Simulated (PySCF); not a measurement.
tetrafluoroethylene cation (C2F4), SMILES FC(F)=C(F)F (connectivity only; charge and spin as stated), charge +1, multiplicity 2. Atoms are numbered in the order given.

```xyz
6

F      0.0000     1.0804    -1.3504
C      0.0000     0.0000    -0.7098
F      0.0000    -1.0804    -1.3504
C      0.0000     0.0000     0.7098
F      0.0000    -1.0804     1.3504
F      0.0000     1.0804     1.3504
```
Charge +1, spin multiplicity 2.

The structure is a stationary point at PBE0-D3(BJ)/def2-SVP. The spin state was assumed, not searched.

The numbers are results of PBE/pcH-1 (PySCF), not measurements.

Unrestricted Kohn–Sham, ⟨S²⟩ = 0.751. Hyperfine tensors hold the contact and dipolar terms, without spin-orbit corrections.

Computed hyperfine couplings:
```tsv
nucleus	A(iso) (MHz)	A(iso) (G)	dipolar principal values (MHz)
19F no. 1	54.0	19.3	-207.5, -198.6, 406.1
13C no. 2	6.3	2.3	-39.0, -36.1, 75.1
19F no. 3	54.0	19.3	-207.5, -198.6, 406.1
13C no. 4	6.3	2.3	-39.0, -36.1, 75.1
19F no. 5	54.0	19.3	-207.5, -198.6, 406.1
19F no. 6	54.0	19.3	-207.5, -198.6, 406.1
```

Task: And the g tensor (effective nuclear charges for spin-orbit coupling, GIAO)? (An estimate is asked for; the answer gives what the named calculation found.)

Result: principal values 2.0019, 2.0068, 2.0079; isotropic 2.0055.
